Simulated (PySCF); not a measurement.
**C₆H₁₂: geometry, NMR shifts, spin-spin couplings and electronic excitations**

Wanted: the NMR shifts, spin-spin couplings and electronic excitations of C₆H₁₂ (`CCCC1CC1`), by calculation.

Programs: PySCF 2.14.0, with density-fitted response routines of our own. Each step states its level of theory. These are calculated values for one molecule in the gas phase, unless marked as measured. Atoms count from 0, in the outputs and in this text.

**1. Starting geometry**

18 atoms, charge 0, multiplicity 1; geometry from: GFN2-xTB.

Bonds of the start (Å): C0–C1 1.52, C1–C2 1.53, C2–C3 1.51, C3–C4 1.50, C4–C5 1.50, C5–C3 1.50, C0–H6 1.09, C0–H7 1.09, C0–H8 1.09, C1–H9 1.09, C1–H10 1.09, C2–H11 1.09, C2–H12 1.09, C3–H13 1.08, C4–H14 1.08, C4–H15 1.08, C5–H16 1.08, C5–H17 1.08.

**2. Relaxing the molecule at PBE0-D3(BJ)/def2-SVP**

The job: settings as JSON, then the geometry in Å.

```
{"job": {"xc": "PBE0", "basis": "def2-SVP", "d3": "d3bj", "grid": 1, "kind": "geom"}, "charge": 0, "multiplicity": 1}
C      2.666315    -0.014902    -0.117817
C      1.267841    -0.613654    -0.195826
C      0.257195     0.368115    -0.789969
C     -1.125796    -0.235149    -0.856109
C     -2.004617    -0.215866     0.357853
C     -2.339607     0.642499    -0.824561
H      3.366926    -0.733139     0.301744
H      2.667667     0.873599     0.510084
H      3.016138     0.267011    -1.108690
H      0.937218    -0.903645     0.803913
H      1.293040    -1.516621    -0.810067
H      0.579769     0.654114    -1.795312
H      0.230968     1.273390    -0.179255
H     -1.181339    -1.118895    -1.481550
H     -2.625933    -1.073776     0.565826
H     -1.630481     0.272107     1.245329
H     -2.194159     1.708312    -0.734444
H     -3.189904     0.372819    -1.432326
```

**Question.** This job is followed by: GIAO PBE0/pcSseg-1 NMR shielding, non-relativistic, gas phase; B3LYP/pcJ-1 indirect spin-spin coupling, non-relativistic, gas phase; TDDFT B3LYP/def2-SVPD, vertical, gas phase, core orbitals frozen in the response; GIAO CAM-B3LYP/pcSseg-1 NMR shielding, non-relativistic, gas phase. Predict these results of the whole session: point group; rotational constants (main isotopes); ¹³C shifts against TMS (PBE0/pcSseg-1, means over atoms taken as alike); ¹H shifts against TMS (PBE0/pcSseg-1, means over atoms taken as alike); largest coupling of the table (B3LYP/pcJ-1); lowest singlet (B3LYP/def2-SVPD); brightest single state of those computed; lowest triplet; vertical ionisation energy (ΔSCF); range of the shielding of C2.

As calculated:

```
                                                               quantity                                    value
                                                            point group                                       C1
                                   rotational constants (main isotopes)                    10.46, 1.62, 1.54 GHz
¹³C shifts against TMS (PBE0/pcSseg-1, means over atoms taken as alike)          40.7, 26.1, 16.5, 12.9, 6.2 ppm
 ¹H shifts against TMS (PBE0/pcSseg-1, means over atoms taken as alike)  1.32, 0.95, 0.92, 0.47, 0.43, -0.02 ppm
                            largest coupling of the table (B3LYP/pcJ-1)                 ¹J(C,H) C4–H14, 168.5 Hz
                                       lowest singlet (B3LYP/def2-SVPD)              7.41 eV (167 nm), f = 0.007
                               brightest single state of those computed              state 9, 8.52 eV, f = 0.027
                                                         lowest triplet                                  7.29 eV
                                      vertical ionisation energy (ΔSCF)                                  9.86 eV
                                           range of the shielding of C2                       141.3 to 143.7 ppm
```

**Reading.** The optimisation took 3 steps and gained 0.050 eV; among the close pairs (by a distance rule), C4–H15 changed most, from 1.080 to 1.094 Å. At PBE0/pcSseg-1: The widest tensor belongs to C3: span 74 ppm, with a paramagnetic part of -76 ppm. In the run at B3LYP/pcJ-1, the largest coupling of the table is C4–H14 (mean over like pairs), 168.5 Hz, of which the Fermi-contact term gives 166.9 Hz. Couplings across rotatable bonds belong to this one conformer; where others are populated, the observed values are averages, and the simulated multiplets take (2 J gauche + J anti)/3 across rotating chain bonds. The first singlet state (HOMO→LUMO 0.86, HOMO→LUMO+1 0.12) lies at 7.41 eV and is weak; of the 10 states computed, the strongest absorption comes from state 9 at 8.52 eV. The lowest triplet lies 0.12 eV below the lowest singlet (triplets in Tamm-Dancoff, singlets in full TDDFT). The orbital energy would give 7.68 eV for ionisation, ΔSCF gives 9.86 eV. Across the 2 runs the shielding of C2 moves most, between 141.3 (CAM-B3LYP/pcSseg-1) and 143.7 ppm (PBE0/pcSseg-1).
